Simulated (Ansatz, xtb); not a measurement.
Two isomers of C4H6O2

Structure a is `CC1=C(O)CO1`, a singlet and structure b is `C[C@@H]1OCC1=O`, a singlet. Both are isolated molecules in the gas phase, relaxed with r2SCAN-D4/def2-SVP; the shapes shown needn't be the lowest conformers.

a (Å):

| atom | x (Å) | y (Å) | z (Å) |
| --- | --- | --- | --- |
| C | 0.3538 | 0.2738 | 1.7269 |
| C | 0.5176 | -0.0105 | 0.2906 |
| C | 1.4439 | -0.0012 | -0.6916 |
| C | 0.3991 | -0.5929 | -1.6125 |
| O | 2.7792 | 0.2158 | -0.7544 |
| O | -0.5324 | -0.5224 | -0.4899 |
| H | -0.4604 | 0.9990 | 1.8937 |
| H | 0.0985 | -0.6424 | 2.2860 |
| H | 1.2870 | 0.6865 | 2.1347 |
| H | 2.9651 | 0.8201 | -1.4865 |
| H | 0.5546 | -1.6401 | -1.9216 |
| H | 0.0350 | 0.0094 | -2.4629 |

b (Å):

```yaml
atoms:
  - { symbol: C, position_ang: [0.2581, 1.3833, 0.4822] }
  - { symbol: C, position_ang: [-0.5070, 0.1017, 0.2475] }
  - { symbol: C, position_ang: [0.1260, -1.6601, -0.7301] }
  - { symbol: C, position_ang: [-0.6150, -0.4078, -1.1948] }
  - { symbol: O, position_ang: [0.2338, -1.0967, 0.5862] }
  - { symbol: O, position_ang: [-1.0506, 0.0154, -2.2252] }
  - { symbol: H, position_ang: [1.2202, 1.3667, -0.0521] }
  - { symbol: H, position_ang: [0.4576, 1.5155, 1.5564] }
  - { symbol: H, position_ang: [-0.3316, 2.2424, 0.1266] }
  - { symbol: H, position_ang: [-1.4907, 0.1235, 0.7609] }
  - { symbol: H, position_ang: [-0.4720, -2.5915, -0.7655] }
  - { symbol: H, position_ang: [1.1043, -1.8447, -1.2134] }
```

**Question.** Which of the two would you expect CCSD(T)/def2-SVP + ΔMP2/def2-TZVPP electronic energies to favour?

**Answer.** Structure b; the calculation gives E(b) − E(a) = −18.3 kcal/mol.

The same difference at several levels:

```json
{"level": "GFN2-xTB", "geometry": "GFN2-xTB", "E(b) − E(a) (kcal/mol)": "−10.6", "departure from the last row (kcal/mol)": "+7.6", "job, with rough time for the two": "optimisation, 0.34 s"}
{"level": "HF/STO-3G", "geometry": "GFN2-xTB", "E(b) − E(a) (kcal/mol)": "−27.0", "departure from the last row (kcal/mol)": "−8.8", "job, with rough time for the two": "single point, 1.2 s"}
{"level": "r2SCAN-D4/def2-SVP//GFN2-xTB", "geometry": "GFN2-xTB", "E(b) − E(a) (kcal/mol)": "−21.5", "departure from the last row (kcal/mol)": "−3.2", "job, with rough time for the two": "single point, 6.9 s"}
{"level": "r2SCAN-D4/def2-SVP", "geometry": "r2SCAN-D4/def2-SVP", "E(b) − E(a) (kcal/mol)": "−19.2", "departure from the last row (kcal/mol)": "−0.9", "job, with rough time for the two": "optimisation, 2 min"}
{"level": "HF/def2-SVP", "geometry": "r2SCAN-D4/def2-SVP", "E(b) − E(a) (kcal/mol)": "−24.7", "departure from the last row (kcal/mol)": "−6.4", "job, with rough time for the two": "part of the CCSD(T) run"}
{"level": "MP2/def2-SVP", "geometry": "r2SCAN-D4/def2-SVP", "E(b) − E(a) (kcal/mol)": "−20.6", "departure from the last row (kcal/mol)": "−2.3", "job, with rough time for the two": "part of the CCSD(T) run"}
{"level": "CCSD(T)/def2-SVP", "geometry": "r2SCAN-D4/def2-SVP", "E(b) − E(a) (kcal/mol)": "−21.4", "departure from the last row (kcal/mol)": "−3.1", "job, with rough time for the two": "single point"}
{"level": "CCSD(T)/def2-SVP + ΔMP2/def2-TZVPP", "geometry": "r2SCAN-D4/def2-SVP", "E(b) − E(a) (kcal/mol)": "−18.3", "departure from the last row (kcal/mol)": "", "job, with rough time for the two": "single point, 95 s"}
```

As drawn, b has 1 C–C, 1 C=O, 1 C–H in place of 1 C=C, 1 C–O, 1 O–H.

None of the levels shown reverses the order. The largest departure from CCSD(T)/def2-SVP + ΔMP2/def2-TZVPP is that of HF/STO-3G, 8.8 kcal/mol. The last row adds to CCSD(T) the change of the MP2 difference between the two basis sets, here +3.1 kcal/mol, a large step that makes the value less sure.

With thermal terms from frequencies at re-optimised GFN2-xTB minima (ideal gas, soft modes damped towards free rotors, one conformer each, 298.15 K, 1 atm): on the last row, ΔE + ΔZPE = −17.9, ΔH = −18.3, ΔG = −17.4 kcal/mol.

The correlated steps freeze 6 core orbitals. Mirror images aren't counted in ΔG. Run with Ansatz 0.2.0, xtb 6.7.1; the last row on 2 threads of Intel(R) Xeon(R) Processor @ 2.50GHz (Skylake/Cascade Lake) on a shared host.
